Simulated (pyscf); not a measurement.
Thermochemistry of product channels of HO–Al (SMILES [OH][Al]) [singlet] + HF (SMILES F) on the singlet surface, in kJ/mol, from ωB97M-D3(BJ)/def2-TZVP energies (ideal gas, 1 atm, RRHO with modes under 100 cm⁻¹ raised to 100, one conformer, R ln 2 for rigid chiral ones). Structures and frequencies: ωB97X-D3(BJ)/def2-SVP in PySCF.

```tsv
products	ΔE	ΔH(298 K)	ΔG(900 K)	ΔG(1200 K)
HO–AlH–F (SMILES [OH][AlH][F])	-243.5	-246.4	-134.8	…
O=Al–F (SMILES [O]=[Al][F]) + H₂ (SMILES [H][H])	…	+32.9	+54.0	+59.8
```

**Question.** Complete the blanks.

**Answer.** 
- HO–AlH–F (SMILES [OH][AlH][F]), ΔG(1200 K): -98.5
- O=Al–F (SMILES [O]=[Al][F]) + H₂ (SMILES [H][H]), ΔE: +49.3

These are energies of the channels, which say nothing of barriers.
